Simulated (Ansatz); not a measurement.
# SiN+ (quintet): from Hartree-Fock to the top rungs, cc-pVTZ

Aim: climb from Hartree-Fock through coupled cluster and multireference methods for SiN+ (quintet) at one geometry and basis, and see what each rung misses.

Program: Ansatz 0.2.0, Gaussian basis. Level of theory: cc-pVTZ, core rule «outside noble gas», up to 6 orbitals frozen. These are calculated values, not measurements.

The runs, in order: UHF; CCSD(T) on ROHF; CCSD(T) on UHF; BCCD(T) on ROHF; CISD as a restricted active space (open shells left free, so some higher excitations enter); CCSDT(Q) on ROHF; CCSDT(Q) on UHF; CASSCF and MRCISD+Q, 8 electrons in 8 orbitals; CASSCF and NEVPT2, 8 electrons in 8 orbitals.

9 further runs of the same task are left out: 2 that didn't finish, 7 set aside as unsound or not needed. Runs told in other sessions of the task aren't counted.

### 1 What is computed

The geometry is a PBE0/def2-TZVP stationary point (not a proven minimum) of the parent state, kept for this charge and spin.

2 atoms, charge 1, spin multiplicity 5.

Atoms are counted from 1 here; the program's logs count them from 0.

Bond lengths: Si1–N2 1.785 Å.

As a file:

```xyz
2
charge 1, multiplicity 5
Si    0.0000    0.0000    0.0000
N     0.0000    0.0000    1.7854
```

### 2 UHF

Input file in.yaml:

```yaml
crystal:
  periodic: [false, false, false]
  atoms:
    - {symbol: Si, position_ang: [0.000000, 0.000000, 0.000000]}
    - {symbol: N, position_ang: [0.000000, 0.000000, 1.785400]}
basis:
  gaussian: {orbitals: cc-pVTZ}
total_charge: 1
magnetization: {spin_polarized: true, initial_magnetization: 4}
hamiltonian: {xc: hf}
output: {orbitals: {seedname: orbitals}}
```

Run with:

```bash
$ ansatz run in.yaml --threads 1 --pin off --events-out ev --progress --plain --max-ram 2393MiB
```

Further steps of the session: CCSD(T) on ROHF; CCSD(T) on UHF; BCCD(T) on ROHF; CISD as a restricted active space (open shells left free, so some higher excitations enter); CCSDT(Q) on ROHF; CCSDT(Q) on UHF; CASSCF and MRCISD+Q, 8 electrons in 8 orbitals; CASSCF and NEVPT2, 8 electrons in 8 orbitals.

Before running them: what should the planned runs give, taken together? Wanted: UCCSDT(Q) from the RHF energy; RMP2 from UCCSDT(Q); UMP2 from UCCSDT(Q); RCCSD from UCCSDT(Q); RCCSD(T) from UCCSDT(Q); UCCSD(T) from UCCSDT(Q); RCCSDT(Q) from UCCSDT(Q); NEVPT2 valence from UCCSDT(Q); MRCISD+Q valence from UCCSDT(Q).

As calculated:

| quantity | value |
| --- | --- |
| UCCSDT(Q) from the ROHF energy | -5.7452 eV |
| RMP2 from UCCSDT(Q) | +1161.8 meV |
| UMP2 from UCCSDT(Q) | +1101.8 meV |
| RCCSD from UCCSDT(Q) | +253.4 meV |
| RCCSD(T) from UCCSDT(Q) | +53.8 meV |
| UCCSD(T) from UCCSDT(Q) | +47.9 meV |
| RCCSDT(Q) from UCCSDT(Q) | +5.0 meV |
| NEVPT2 valence from UCCSDT(Q) | +866.3 meV |
| MRCISD+Q valence from UCCSDT(Q) | +38.0 meV |
| levels within 1 kcal/mol (43 meV) | RCCSDT, UCCSDT, RCCSDT(Q), MRCISD+Q valence |
| T1 diagnostic | 0.053 |
| effectively unpaired electrons | 4.02 |

**Reading.** RCCSD(T) misses by +53.8 meV, 0.9 % of the correlation energy. The occupations are near whole numbers, but T1 = 0.053 shows that the orbitals relax strongly. Of the multireference levels listed MRCISD+Q valence comes nearest in total energy (+38.0 meV), which doesn't show that its space is the better one. These misses are within one basis, not against nature; the frozen cores of restricted and unrestricted runs differ, which can shift their rows.

With open shells the CI space here admits some higher excitations, so it is larger than plain CISD.
